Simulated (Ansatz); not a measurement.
**[OH···H···O], triplet: transfer scan**

Starting geometry:

```xyz
4

O    -1.2068   -0.0275    0.0000
H    -1.4562    0.8991    0.0000
H    -0.2473   -0.0275    0.0000
O     1.3142   -0.0275    0.0000
```

From there H3 is moved from one fragment to the other while all else, the fragments' distance too, stays fixed, so the hump isn't the reaction's barrier; atoms are numbered as listed. Energies are in kJ/mol, counted from the starting geometry at the same level. Kohn–Sham curves are unrestricted where that lies lower.

Basis cc-pVTZ; Ansatz 0.2.0. Only valence electrons are correlated (noble-gas cores frozen). Prefix R: restricted or restricted open-shell reference; prefix U: unrestricted.

Coupled cluster chose its determinant by trial CCSD, here up to 0.30 eV above the lowest Hartree–Fock solution of its kind, and MP2 stands on that determinant too.

Full CI isn't at hand for all of this; UCCSDT(Q) serves as the reference, and is uncertain by about the last step of the cluster series. The frozen core follows each run's orbitals, which can shift R against U totals by a few meV.

| distance O1-H3 (Å) | UCCSDT(Q) | curve A | curve B | curve C | curve D |
| --- | --- | --- | --- | --- | --- |
| 0.960 | 0.0 | 0.0 | 0.0 | 0.0 | 0.0 |
| 1.041 | 17.9 | 18.3 | 20.3 | 6.2 | 19.1 |
| 1.204 | 81.5 | 82.6 | 91.4 | 40.5 | 105.9 |
| 1.368 | 91.4 | 92.2 | 99.5 | 46.1 | 122.4 |
| 1.531 | 63.3 | 63.2 | 63.2 | 36.0 | 74.5 |

Task: The curves come from RMP2, UCCSD, UCCSDT, r2SCAN. Compare each with UCCSDT(Q) and say which is which.

Result: A: UCCSDT, B: UCCSD, C: r2SCAN, D: RMP2. Spread of the error against UCCSDT(Q), over the points where both stand: A 1.2, B 10.1, C 45.3, D 31.0 kJ/mol.
